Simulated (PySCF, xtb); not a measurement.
Bonds broken one at a time in the series Al Br-SH. All species are isolated molecules in the gas phase. One relaxed conformer stands for each flexible species; it need not be the lowest. Strings in code marks are SMILES.

Quantity: homolytic bond dissociation enthalpy at 298 K (no spin–orbit term), in kcal/mol. Thermal and zero-point terms are GFN2-xTB rigid-rotor harmonic values (xtb).

A: S–Al bond of `[SH][Al]([Br])[Br]` (H–S–Al–Br torsion 180°), giving `[Br][Al][Br]` and `[SH]`
B: S–Al bond of `[SH][Al]([SH])[Br]` (H–S–Al–Br torsion -180°, Br–Al–S–H torsion -180°), giving `[SH]` and `[SH][Al][Br]` (H–S–Al–Br torsion 0°)
C: Br–Al bond of `[Br][Al]([Br])[Br]`, giving `[Br]` and `[Br][Al][Br]`
D: Al–Br bond of `[SH][Al]([Br])[Br]` (H–S–Al–Br torsion 180°), giving `[Br]` and `[SH][Al][Br]` (H–S–Al–Br torsion 0°)

Problem. Order them by homolytic bond dissociation enthalpy at 298 K (no spin–orbit term) (lowest first) at the level PBE-D3(BJ)/def2-TZVP // r2SCAN-D4/def2-TZVP (PySCF).

Solution. A (90.1 kcal/mol), B (90.5 kcal/mol), C (98.0 kcal/mol), D (100.2 kcal/mol)
